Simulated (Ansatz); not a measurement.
# CHAlP (sextet): from Hartree-Fock to the top rungs, cc-pVDZ

An exercise on one series of results from a longer session: the logs are not shown, and one member is left open.

Method: cc-pVDZ, core rule «outside noble gas», up to 11 orbitals frozen; program: Ansatz 0.2.0, Gaussian basis.

The runs, in order: UHF; CCSD(T) on ROHF; CCSD(T) on UHF; BCCD(T) on ROHF; CISD; CCSDT(Q) on ROHF; CCSDT(Q) on UHF; CASSCF and MRCISD+Q, 13 electrons in 11 orbitals; CASSCF and NEVPT2, 13 electrons in 11 orbitals.

26 further runs of the same task are left out: 13 that didn't finish, 13 set aside as unsound or not needed.

### The geometry

The geometry is a PBE0/def2-TZVP stationary point (not a proven minimum) of the parent state, kept for this charge and spin.

4 atoms, charge 0, spin multiplicity 6.

Atoms are counted from 1 here; the program's logs count them from 0.

Bond lengths: C1–Al2 1.897 Å, Al2–P3 2.151 Å, P3–H4 1.441 Å. Angles: C1–Al2–P3 179.8°, Al2–P3–H4 79.7°.

Coordinates:

```xyz
4
charge 0, multiplicity 6
C     0.0000    0.0400    2.5412
Al    0.0000   -0.0079    0.6448
P     0.0000   -0.0532   -1.5055
H     0.0000    1.3698   -1.2774
```

The first run:

The input, in.yaml:

```yaml
crystal:
  periodic: [false, false, false]
  atoms:
    - {symbol: C, position_ang: [0.000000, 0.039970, 2.541179]}
    - {symbol: Al, position_ang: [0.000000, -0.007874, 0.644798]}
    - {symbol: P, position_ang: [0.000000, -0.053217, -1.505512]}
    - {symbol: H, position_ang: [0.000000, 1.369829, -1.277445]}
basis:
  gaussian: {orbitals: cc-pVDZ}
magnetization: {spin_polarized: true, initial_magnetization: 5}
hamiltonian: {xc: hf}
output: {orbitals: {seedname: orbitals}}
```

Run with:

```sh
$ ansatz run in.yaml --threads 1 --pin off --events-out ev --progress --plain --max-ram 2393MiB
```

Among the steps run: UHF; CCSD(T) on ROHF; CCSD(T) on UHF; BCCD(T) on ROHF; CISD; CCSDT(Q) on ROHF; CCSDT(Q) on UHF; CASSCF and MRCISD+Q, 13 electrons in 11 orbitals; CASSCF and NEVPT2, 13 electrons in 11 orbitals.

One of the session's tables, all rows but one given; the rest of the session is left out.

```
           method  from UCCSDT(Q) (kJ/mol)
             ROHF                   +688.4
              UHF                   +671.9
             RMP2                   +153.4
             UMP2                   +152.1
             CISD                    +95.6
            RCCSD                    +30.7
            UCCSD                    +30.1
         RCCSD(T)                        ?
         UCCSD(T)                     +7.5
          BCCD(T)                     +6.8
           RCCSDT                     +2.1
           UCCSDT                     +2.0
        RCCSDT(Q)                     +0.2
        UCCSDT(Q)                        0
  CASSCF frontier                   +600.3
  NEVPT2 frontier                   +167.2
  MRCISD frontier                    +83.0
MRCISD+Q frontier                    +24.4
```

Estimate the missing values for RCCSD(T).

The run gave: from UCCSDT(Q) (kJ/mol): +7.4. In the column «from UCCSDT(Q) (kJ/mol)» it lies between BCCD(T) (+6.8) and UCCSD(T) (+7.5).

Among the levels timed on like hardware and quicker than the yardstick, those that no quicker one beats, quickest first: BCCD(T) (22 s, +6.8 kJ/mol).

To keep in mind: Of the multireference levels listed MRCISD+Q frontier comes nearest in total energy (+24.4 kJ/mol), which doesn't show that its space is the better one. Restricted and unrestricted rows rest on different reference determinants; where their highest levels disagree by more than a few hundredths of an eV, they describe different states and don't form one ladder.
